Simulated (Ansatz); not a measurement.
Reaction (atomization): `SC1NCO1` → 2 C• + 5 H• + N• + O• + S•

Calculated with Ansatz (gas phase, PBE0-D4/def2-TZVP geometries, no zero-point term in ΔE). CCSD(T)/CBS is the MP2 limit (def2-TZVPP, def2-QZVPP) plus CCSD(T) − MP2 in def2-TZVPP, frozen cores. This one scheme is used for every species, atoms too. Functionals use def2-TZVPP. No spin–orbit coupling; open shells (•) take unrestricted orbitals. Spin–orbit coupling would lower the free atoms: a little for C, O, S. One conformer a species, not always the lowest.

```json
{"level": "PBE-D4", "ΔE (kJ/mol)": "3823.4"}
{"level": "ωB97M-V", "ΔE (kJ/mol)": "3704.6"}
{"level": "PBE0", "ΔE (kJ/mol)": "3695.2"}
{"level": "HF/def2-TZVPP", "ΔE (kJ/mol)": "2425.8"}
{"level": "MP2/def2-TZVPP", "ΔE (kJ/mol)": "3639.5"}
{"level": "CCSD(T)/def2-TZVPP", "ΔE (kJ/mol)": "3556.0"}
{"level": "SCS-MP2/def2-QZVPP", "ΔE (kJ/mol)": "3694.6"}
{"level": "MP2/CBS(def2)", "ΔE (kJ/mol)": "3756.7"}
```

Question: What does CCSD(T)/CBS give? (An estimate is asked.)

Answer: Computed: +3673.2 kJ/mol. The listed levels differ from it by 150.2, 31.4, 22.0, -1247.4, -33.7, -117.2, 21.4, 83.5 kJ/mol.

Largest T1 diagnostic among the species: 0.012.

The D4 term adds +32.9 kJ/mol with B3LYP and +17.0 kJ/mol with PBE0; it sums over pairs of atoms, weighted by their polarisabilities, and B3LYP, whose exchange is more repulsive, gets the larger term. From PBE to PBE0 (25 % exact exchange), in def2-TZVPP and without D4, ΔE moves by −107.8 kJ/mol: exact exchange takes away binding that semilocal exchange gives to molecules.

B3LYP here is the variant with VWN-RPA as its local correlation; programs differ in this.

For atomizations the MP2-based limit and the directly extrapolated one differ by several kJ/mol either way, and by 10 to 25 for some Ge, Se and Sn compounds, so smaller differences from it don't rank the levels.
